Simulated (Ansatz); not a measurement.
Input file:

```yaml
crystal:
  periodic: [false, false, false]
  atoms:
    - {symbol: Cl, position_ang: [0.000000, -0.454110, 2.387882]}
    - {symbol: Al, position_ang: [0.000000, 0.897734, 0.768882]}
    - {symbol: Ga, position_ang: [0.000000, -0.152166, -1.525692]}
    - {symbol: H, position_ang: [0.000000, 2.467172, 0.964970]}
basis:
  gaussian: {orbitals: cc-pVDZ}
total_charge: 1
magnetization: {spin_polarized: false, initial_magnetization: 3}
correlation: {method: ccsd_t, electrons: outside_noble_gas}
```

```sh
$ ansatz run in.yaml --threads 1 --pin off --events-out ev --progress --plain --max-ram 2393MiB
```

The program prints:

```
742 factors; integrals over basis functions are off by at most 8.6e-4 eV
mean field evaluation 1: about -71421.7577 eV, gradient 2.6e1 eV
mean field evaluation 2: about -71421.7631 eV, gradient 2.6e1 eV
mean field evaluation 4: about -71425.3671 eV, gradient 1.1e1 eV
mean field evaluation 8: about -71426.3483 eV, gradient 1.1e0 eV
mean field evaluation 16: about -71426.6687 eV, gradient 1.2e-2 eV
mean field evaluation 32: about -71426.2098 eV, gradient 1.0e0 eV
mean field evaluation 64: about -71426.1584 eV, gradient 7.7e-1 eV
mean field evaluation 96: about -71426.0259 eV, gradient 2.1e0 eV
mean field evaluation 128: about -71426.0448 eV, gradient 8.4e-5 eV
mean field evaluation 160: about -71426.2835 eV, gradient 9.9e-4 eV
...
mean field -71426.66868772 eV, -2624.8816595390 hartree, gradient 1.7e-6 eV, S^2 3.750000; 24 other end points of the search recorded, 0 dependent functions left out
...
determinant -71426.66868772 eV, -2624.8816595390 hartree, with singles and doubles -71432.92672295 eV, -2625.1116380915 hartree
determinant -71426.28351088 eV, -2624.8675045510 hartree, with singles and doubles -71432.52160270 eV, -2625.0967501970 hartree
determinant -71426.22086377 eV, -2624.8652023123 hartree, with singles and doubles -71432.95102278 eV, -2625.1125310938 hartree
determinant -71426.16989892 eV, -2624.8633293883 hartree, with singles and doubles -71433.01935595 eV, -2625.1150422915 hartree
determinant -71426.04475011 eV, -2624.8587302545 hartree, with singles and doubles -71432.56029994 eV, -2625.0981722946 hartree
determinant -71425.32192651 eV, -2624.8321669773 hartree, with singles and doubles -71431.68236869 eV, -2625.0659089160 hartree
determinant -71424.79465467 eV, -2624.8127900944 hartree, with singles and doubles -71431.95077078 eV, -2625.0757725108 hartree
determinant -71424.44707165 eV, -2624.8000166542 hartree, with singles and doubles -71430.74075767 eV, -2625.0313053493 hartree
determinant -71423.75415202 eV, -2624.7745523274 hartree, with singles and doubles -71430.69031072 eV, -2625.0294514580 hartree
determinant -71423.60560613 eV, -2624.7690933665 hartree, with singles and doubles -71430.31588221 eV, -2625.0156914643 hartree
determinant -71423.45213117 eV, -2624.7634532658 hartree, with singles and doubles -71430.38386173 eV, -2625.0181896654 hartree
determinant -71423.35298403 eV, -2624.7598096758 hartree, with singles and doubles -71430.27582117 eV, -2625.0142192481 hartree
determinant -71423.24022528 eV, -2624.7556658679 hartree, with singles and doubles -71429.96680283 eV, -2625.0028630336 hartree
determinant -71426.66868772 eV, -2624.8816595390 hartree, with singles and doubles -71432.99214940 eV, -2625.1140424694 hartree
determinant -71426.28351088 eV, -2624.8675045510 hartree, with singles and doubles -71432.56145489 eV, -2625.0982147380 hartree
determinant -71426.22086377 eV, -2624.8652023123 hartree, with singles and doubles -71433.02144959 eV, -2625.1151192314 hartree
determinant -71426.16989892 eV, -2624.8633293883 hartree, with singles and doubles -71433.04512707 eV, -2625.1159893627 hartree
determinant -71426.04475011 eV, -2624.8587302545 hartree, with singles and doubles -71432.56061273 eV, -2625.0981837893 hartree
...
24 core orbitals not correlated: weight in the atoms' cores, before any rotation towards them, 1.000 or more for the frozen orbitals, at most 0.000 for the correlated occupied ones
reference -71426.16989892 eV, -2624.8633293883 hartree; 8, 5 occupied and 36, 39 virtual orbitals, 742 factors
second order -5.69232689 eV of doubles, -0.11717446 eV of singles
...
cycle  11  -6.87518528 eV  change   -1.8e-4 eV  update   3.3e-4
cycle  12  -6.87519051 eV  change   -5.2e-6 eV  update   1.5e-4
cycle  13  -6.87520694 eV  change   -1.6e-5 eV  update   8.7e-5
cycle  14  -6.87521566 eV  change   -8.7e-6 eV  update   5.5e-5
cycle  15  -6.87520714 eV  change    8.5e-6 eV  update   3.9e-5
cycle  16  -6.87521841 eV  change   -1.1e-5 eV  update   2.9e-5
cycle  17  -6.87522926 eV  change   -1.1e-5 eV  update   1.9e-5
cycle  18  -6.87523343 eV  change   -4.2e-6 eV  update   1.2e-5
cycle  19  -6.87522851 eV  change    4.9e-6 eV  update   6.8e-6
cycle  20  -6.87522995 eV  change   -1.4e-6 eV  update   2.5e-6
perturbative correction -0.26063168 eV, -0.0095780376 hartree
WARN: these amplitudes may be one of several solutions (largest doubles amplitude 0.09, level shift 2.75 eV)
Total energy: -71433.30576055 eV, -2625.1255674666 hartree
```

The determinant lies 0.50 eV above the lowest one of its kind in the log. The T1 diagnostic is 0.067.

Ran on 1 thread of Intel Xeon, shared host: 95 s wall, 0.21 GiB peak host memory.
